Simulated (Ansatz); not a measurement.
# wB97M-V/STO-3G run of N2 (nitrogen)

What is the energy change on altering one bond length of N2 (nitrogen) at wB97M-V/STO-3G? 

The calculation is run with Ansatz 0.2.0.

29 further runs of the same task are left out: 15 that didn't finish, 14 set aside as unsound or not needed.

### 1 Starting point

The species is N2 (2 atoms), meant as a singlet with charge 0. SMILES: `N#N`. The coordinates come from a PBE0-D4/def2-TZVP relaxation.

Bond lengths: N1–N2 1.090 Å.

### 2 The energy at wB97M-V/STO-3G

Contents of molecule.yaml:

```yaml
crystal:
  periodic: [false, false, false]
  atoms:
    - {symbol: N, position_ang: [0.465500, -0.150300, 0.239800]}
    - {symbol: N, position_ang: [-0.465500, 0.150300, -0.239800]}
basis:
  gaussian:
    orbitals: STO-3G
total_charge: 0
hamiltonian:
  xc: {name: wB97M-V}
accuracy: high
```

Command:

```console
$ ansatz run molecule.yaml --threads 1 --pin off --max-ram 2610MiB --events-out events.jsonl --progress --plain --runs-dir runs
```

The program printed:

```text
Warning: RAYON_NUM_THREADS=1 ignored (pool sized by the plan → 1); use --threads N
Functional definition: wB97M-V
  name "wB97M-V"
  parameter omega = 0.3/bohr
  parameter cx = 0.15
  parameter cx01 = 1.007
  parameter cx10 = 0.259
  parameter css00 = 0.443
  parameter css04 = -1.437
  parameter css10 = -4.535
  parameter css20 = -3.390
  parameter css43 = 4.278
  parameter cos00 = 1.000
  parameter cos10 = 1.358
  parameter cos20 = 2.924
  parameter cos21 = -8.812
  parameter cos60 = -1.390
  parameter cos61 = 9.142
  parameter b = 6.0
  parameter c = 0.01
  gx(w, u) = 1 - cx + cx01*u + cx10*w
  gss(w, u) = css00 + css04*u^4 + css10*w + css20*w^2 + css43*w^4*u^3
  gos(w, u) = cos00 + cos10*w + (cos20 + cos21*u)*w^2 + (cos60 + cos61*u)*w^6
  exchange = spin_sum(e_x_unif_sr(omega)*gx(b97_w, b97_u_x)) + cx*exact_x_sr(omega) + exact_x_lr(omega)
  correlation = spin_sum(e_c_pw_mod_same_spin*gss(b97_w, b97_u_same))
      + integral(e_c_pw_mod_opposite_spin*gos(b97_w_opposite, b97_u_opposite)) + vv10(b, c)
150 factors; integrals over basis functions are off by at most 1.5e-8 eV
85 factors; integrals over basis functions are off by at most 5.3e-10 eV
mean field evaluation 1: about -2940.2731 eV, gradient 5.0e0 eV
mean field evaluation 2: about -2940.3328 eV, gradient 5.4e-1 eV
mean field evaluation 4: about -2940.2904 eV, gradient 2.1e-1 eV
mean field evaluation 8: about -2940.2906 eV, gradient 2.9e-7 eV
mean field -2940.29057705 eV, -108.0536857061 hartree, gradient 5.5e-9 eV, S^2 0.000000; 0 other end points of the search recorded, 0 dependent functions left out
reference -2940.29057796 eV, -108.0536857394 hartree; 7, 7 occupied and 3, 3 virtual orbitals, 150 factors
Total energy: -2940.29057796 eV, -108.0536857394 hartree
```

It took 2.4 s on 1 thread of Intel Xeon Platinum 8375C at 2.90GHz (Ice Lake), shared host; peak memory 0.17 GiB.

### 3 The distorted shape

Contents of job.yaml:

```yaml
basis:
  gaussian:
    orbitals: STO-3G
crystal:
  periodic: [false, false, false]
  atoms:
    - {symbol: "N", position_ang: [0.698209, -0.225437, 0.359679]}
    - {symbol: N, position_ang: [-0.465500, 0.150300, -0.239800]}
total_charge: 0
hamiltonian:
  xc: {name: wB97M-V}
accuracy: high
```

Command:

```console
$ ansatz run job.yaml --threads 1 --pin off --max-ram 2610MiB --events-out events.jsonl --progress --plain --runs-dir runs
```

The program printed (excerpt; [...] marks lines left out):

```text
Warning: RAYON_NUM_THREADS=1 ignored (pool sized by the plan → 1); use --threads N
[... 2 set-up lines as earlier in the session ...]
[...]
  gx(w, u) = 1 - cx + cx01*u + cx10*w
  gss(w, u) = css00 + css04*u^4 + css10*w + css20*w^2 + css43*w^4*u^3
  gos(w, u) = cos00 + cos10*w + (cos20 + cos21*u)*w^2 + (cos60 + cos61*u)*w^6
[...]
      + integral(e_c_pw_mod_opposite_spin*gos(b97_w_opposite, b97_u_opposite)) + vv10(b, c)
149 factors; integrals over basis functions are off by at most 1.1e-8 eV
89 factors; integrals over basis functions are off by at most 4.3e-10 eV
[...]
mean field -2939.17757557 eV, -108.0127836561 hartree, gradient 2.8e-8 eV, S^2 0.000000; 0 other end points of the search recorded, 0 dependent functions left out
reference -2939.17757651 eV, -108.0127836908 hartree; 7, 7 occupied and 3, 3 virtual orbitals, 149 factors
Total energy: -2939.17757651 eV, -108.0127836908 hartree
```

Wall time 2.1 s (1 thread of Intel Xeon Platinum 8375C at 2.90GHz (Ice Lake), shared host); peak memory 0.17 GiB.

### 4 Outcome

Level: wB97M-V/STO-3G.

```
                                                         quantity          value
                                        first shape: total energy  -108.05369 Eh
                                    distorted shape: total energy  -108.01278 Eh
energy change with the N1–N2 bond stretched from 1.090 to 1.362 Å       1.113 eV
```

With the N1–N2 bond stretched from 1.090 to 1.362 Å the energy rises by 1.11 eV (107 kJ/mol). The first shape isn't relaxed at this level, so the change isn't measured from a minimum. The minimal basis adds a large error of its own.
